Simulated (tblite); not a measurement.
Species: C6H10.
SMILES with atom numbers: `[CH2:1]=[C:2]1[C@@H:3]([CH3:4])[C@H:5]1[CH3:6]` (hydrogens: H7, H8 on C1; H9 on C3; H10, H11, H12 on C4; H13 on C5; H14, H15, H16 on C6)

The geometry is computed with GFN2-xTB (gas phase).

Question: Give the optimised bond lengths and angles.

Answer: 
| bond | length (Å) | order |
| --- | --- | --- |
| C1=C2 | 1.308 | double |
| C2–C3, C2–C5 | 1.468 | single |
| C3–C4, C5–C6 | 1.511 | single |
| C3–C5 | 1.526 | single |
| C1–H7, C1–H8 | 1.079 | single |
| C3–H9, C5–H13 | 1.086 | single |
| C4–H10 and 5 like bonds | 1.088 | single |

Bonds in one row agree within 0.01 Å and their mean is given. Orders are formal, as drawn. A selection of angles:
| angle | degrees |
| --- | --- |
| C2–C1–H7 | 121.8 |
| H7–C1–H8 | 116.5 |
| C1–C2–C3 | 148.6 |
| C3–C2–C5 | 62.6 |
| C2–C3–C4 | 120.8 |
| C2–C3–C5 | 58.7 |
| C2–C3–H9 | 117.0 |
| C4–C3–C5 | 122.0 |
| C4–C3–H9 | 112.8 |
| C5–C3–H9 | 115.5 |
| C3–C4–H10 | 111.1 |
| C3–C4–H11 | 109.9 |
| H10–C4–H11 | 108.2 |
| H10–C4–H12 | 108.6 |

Torsions: C1–C2–C3–C4 64° (synclinal); C2–C3–C5–C6 -109° (anticlinal); C1–C2–C5–C3 -175° (antiperiplanar).

The 3-membered ring C2–C3–C5 has internal angles of 58.7° to 62.6°. The C–C distances run from 1.308 Å (C1=C2, drawn double) to 1.526 Å (C3–C5, drawn single), a spread of 0.218 Å. Of the pairs four or more bonds apart, H10···H15 is among the closest relative to their van der Waals radii: 2.30 Å, 96 % of the sum of Bondi's values.

Point group: Cs (tolerance 0.08 Å). Its GFN2-xTB frequencies are all real (lowest 126 cm⁻¹).
